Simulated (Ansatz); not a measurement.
# CH4Mg: the cost of one run

All numbers are computed with Ansatz 0.2.0, driven from Python. Level of theory: CCSD(T)/def2-SVP.

## Step 1: The system

Bond lengths: C1–Mg2 2.173 Å, C1–H3 1.189 Å, C1–H4 1.049 Å, C1–H5 1.065 Å, Mg2–H6 1.786 Å. Angles: C1–Mg2–H6 178.4°, Mg2–C1–H3 106.9°, Mg2–C1–H4 108.8°, Mg2–C1–H5 112.3°, H3–C1–H4 107.2°, H3–C1–H5 109.5°, H4–C1–H5 111.8°.

The script holds or builds the structure itself.

## Step 2: Script

The input, ch4mg.py:

```python
from dataclasses import dataclass

import ansatz as az
import numpy as np


@dataclass(frozen=True)
class Settings:
    basis_set: str = 'def2-SVP'
    level: str = 'CCSD(T)'


settings = Settings()


def main() -> None:
    ch4mg = (
        az.Crystal.molecule()
        .atom('C', (-0.1539, -0.5819, -0.6031))
        .atom('Mg', (0.3004, 0.8409, 0.9747))
        .atom('H', (-0.7283, 0.017, -1.4548))
        .atom('H', (-0.8186, -1.3023, -0.2286))
        .atom('H', (0.7238, -1.0275, -1.0108))
        .atom('H', (0.7186, 1.9899, 2.2764))
    )

    symbols = [site.symbol for site in ch4mg.cartesian_sites]
    start = np.array([site.position_ang for site in ch4mg.cartesian_sites])
    axis = (start[5] - start[1]) / np.linalg.norm(start[5] - start[1])
    moving = [5]
    lengths, energies = [1.572, 1.643, 1.714, 1.786, 1.857, 1.929, 2.0, 2.107], []
    for length in lengths:
        xyz = start.copy()
        xyz[moving] += (length - np.linalg.norm(start[5] - start[1])) * axis
        point = az.Crystal.molecule()
        for symbol, place in zip(symbols, xyz):
            point = point.atom(symbol, place.tolist())
        calculation = point.calculation()
        calculation = calculation.basis(gaussian=settings.basis_set)
        calculation = calculation.correlation(settings.level)
        r = calculation.run().report
        energies.append(r['free_energy_ev'])
        print(f'r = {length:6.3f} A  E = {energies[-1]:.5f} eV  <S^2> = {abs(r["mean_field"]["state"]["spin_squared"]):.3f}')

    fit = np.polynomial.Polynomial.fit(lengths, np.array(energies) - min(energies), 4).convert()
    roots = [r.real for r in fit.deriv().roots() if abs(r.imag) < 1e-9 and fit.deriv(2)(r.real) > 0]
    r_e = min(roots, key=lambda r: abs(r - lengths[int(np.argmin(energies))]))
    print(f'minimum of the fit at {r_e:.4f} A, force constant {fit.deriv(2)(r_e):.2f} eV/A^2')


if __name__ == '__main__':
    main()
```

## Step 3: What the engine is handed

The package turns the script's settings into the engine's input (first run):

```yaml
crystal:
  periodic: [false, false, false]
  atoms:
    - { symbol: C, position_ang: [-0.1539, -0.5819, -0.6031] }
    - { symbol: Mg, position_ang: [0.3004, 0.8409, 0.9747] }
    - { symbol: H, position_ang: [-0.7283, 0.017, -1.4548] }
    - { symbol: H, position_ang: [-0.8186, -1.3023, -0.2286] }
    - { symbol: H, position_ang: [0.7238, -1.0275, -1.0108] }
    - { symbol: H, position_ang: [0.6685071362130046, 1.8522703957645679, 2.120479672904037] }
basis:
  gaussian:
    orbitals: def2-SVP
correlation:
  method: ccsd_t
```

## Step 4: Launch

Run with:

```sh
$ python ch4mg.py
```

**Question.** How long does this script take on 1 thread of Arm Neoverse V1, shared host, and how much memory does it need?

About 7.3 s, with a peak of 0.19 GiB.
